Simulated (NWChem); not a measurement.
Species: propene (C₃H₆); SMILES C=CC

Results from NWChem. The geometry was optimised at PBE-D3(BJ)/def2-SVP. Level PBE/def2-SVP: energy and gradient on several grids; changes count from the extra-fine grid, which is no exact limit either.

Problem. Which is the coarsest grid (medium; fine; coarse; xfine; xcoarse) from which on the energy stays within 100 μHa and each gradient component within 200 μHa/bohr of xfine?

Solution. coarse.
```
grid     size of the energy change (μHa)  largest change of a gradient component (μHa/bohr)  time, medium = 1 (rough)
-------  -------------------------------  -------------------------------------------------  ------------------------
xcoarse                             2000                                               4000                   about 1
coarse                                20                                                 40                   about 1
medium                              < 10                                               < 30                   about 1
fine                                < 10                                               < 30                   about 1
xfine                               < 10                                               < 30                         3
```
